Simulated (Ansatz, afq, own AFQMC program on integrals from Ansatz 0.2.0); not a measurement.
AFQMC on a folder of integrals that Ansatz 0.2.0 wrote.

```yaml
crystal:
  periodic: [false, false, false]
  atoms:
    - {symbol: Si, position_ang: [-0.875999, 0.000000, 0.000000]}
    - {symbol: H, position_ang: [-1.370871, 1.399708, 0.000000]}
    - {symbol: H, position_ang: [-1.370871, -0.699854, 1.212183]}
    - {symbol: H, position_ang: [-1.370871, -0.699854, -1.212182]}
    - {symbol: H, position_ang: [0.792001, 0.000000, 0.000000]}
    - {symbol: B, position_ang: [2.099001, 0.000000, -0.000001]}
    - {symbol: H, position_ang: [2.608074, 0.000000, 1.077008]}
    - {symbol: H, position_ang: [2.608073, 0.000000, -1.077009]}
basis:
  gaussian: {orbitals: cc-pVDZ}
magnetization: {spin_polarized: true, initial_magnetization: 1}
correlation: {method: ccsd_t, electrons: outside_noble_gas, hamiltonian_folder: ham}
```

```sh
$ ansatz run in.yaml --threads 1 --pin off --events-out ev --progress --plain --max-ram 16896MiB --backend cuda --devices 0, --max-vram 18GiB
```

Options of the walk:

```
--method phaseless --trial cisd --walkers 4000 --populations 20 --least-time 60 --time-step 0.005 --steps-per-block 50 --equilibration-blocks 28 --max-blocks 4000 --target-error 0.00021 --factor-cut 1e-05 --start spin_pure --seed 5923 --release-times 0.24,0.51,0.99,1.62,2.4 --release-step 0.03 --release-every 3 --taylor-order 6
```

Times are imaginary, in 1/Eh. The walk had a cap of 198 s. With eight or more populations the least sampling time is a fifth of least-time, and the error comes from their spread.

```
orbitals 56  electrons 7 6  factors 435 of 570
reference energy -316.95763749 Eh
CCSD correlation -0.25252511 Eh in 16 cycles, weight of the determinant in the CISD state 0.8705
energy of the start -317.209669 Eh
 block  time / (1/Eh)  mean weight  energy / Eh
     1     0.250  0.9998  -317.205041
     2     0.500  1.0001  -317.206337
     3     0.750  1.0001  -317.208493
     4     1.000  1.0001  -317.210473
     5     1.250  1.0000  -317.212133
    12     3.000  0.9999  -317.216455
    19     4.750  1.0002  -317.217146
    26     6.500  1.0000  -317.217091
    28     7.000  1.0001  -317.217756
    33     8.250  1.0000  -317.216793
    40    10.000  0.9999  -317.216746
    47    11.750  0.9997  -317.216331
    54    13.500  0.9997  -317.216489
    61    15.250  0.9999  -317.216876
    68    17.000  1.0003  -317.217022
    75    18.750  0.9996  -317.216582
    78    19.500  0.9998  -317.215737
error from the spread of 20 populations
released: time / (1/Eh)  energy / Eh  error  mean overlap
  0.24  -317.216952  0.000104  1.0020
  0.51  -317.216911  0.000095  1.0050
  0.99  -317.217058  0.000097  1.0033
  1.62  -317.217120  0.000096  1.0016
  2.40  -317.217189  0.000133  1.0057
energy -317.216851 +/- 0.000125 Eh
(rows thinned)
```

Q: Estimate how long the walk took on 1 × NVIDIA H100 80GB HBM3 with 2 threads of AMD EPYC 7R13 Processor (Zen 3), with other jobs on the host (the card was shared).

A: 84 s of wall time.

The run passed its tests (sampling time, drift between the halves within three errors, error under three times the target), which doesn't prove that it has relaxed.

Against this walk (error 3.4 meV) on the same determinant: CCSD(T) 31.2 meV higher, CCSDT(Q) 7.2 meV lower. The error is statistical and leaves out the bias of the constraint. The released energies are still falling (meV from the phaseless value at times in 1/Eh: -3 ± 3 at 0.24, -2 ± 3 at 0.51, -6 ± 3 at 0.99, -7 ± 3 at 1.62, -9 ± 4 at 2.40), so they give no level.

Cautions: constraint bias not in the error; the search met a lower determinant of the same kind, perhaps of another symmetry (13 meV lower).

CCSDT and higher add their correlation energy to the determinant of the CCSD(T) run, since their own runs factorise the integrals more tightly (a shift of under 2 meV). A walk keeps the symmetry of its determinant, which the program's search chose and which needn't be the lowest solution, so a lower state of the same spin and another symmetry isn't excluded.
